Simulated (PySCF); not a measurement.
# A small calculation by hand: chemical shift, span and skew from a shielding tensor

hydrogen fluoride (FH), SMILES F. Atoms are numbered in the order given.

```xyz
2

F      0.0000     0.0000    -0.0925
H      0.0000     0.0000     0.8329
```

The structure is a stationary point at B3LYP-D3(BJ)/def2-TZVPD.

GIAO shieldings from KT2/pcSseg-2 run with PySCF, non-relativistic, no solvent. The symmetric part of the tensor of F1 has the principal values 364.7, 364.7, 483.1 ppm. The same nucleus in CFCl3 has σ = 125.1 ppm at this level (PySCF, at its B3LYP-D3(BJ)/def2-TZVP geometry).

**Question.** Work out the isotropic shielding, the ¹⁹F shift against CFCl3, the span and the skew.

**Answer.** 
σ(iso) = (σ11 + σ22 + σ33)/3 = 404.2 ppm. δ = σ(ref) − σ(iso) = 125.1 − (404.2) = -279.1 ppm.
Span Ω = σ33 − σ11 = 118.4 ppm. Skew κ = 3(σ(iso) − σ22)/Ω = 1.00, an axial tensor. Tumbling in solution averages the tensor to δ; in a static solid the shielding alone would spread this spin-1/2 line over Ω.
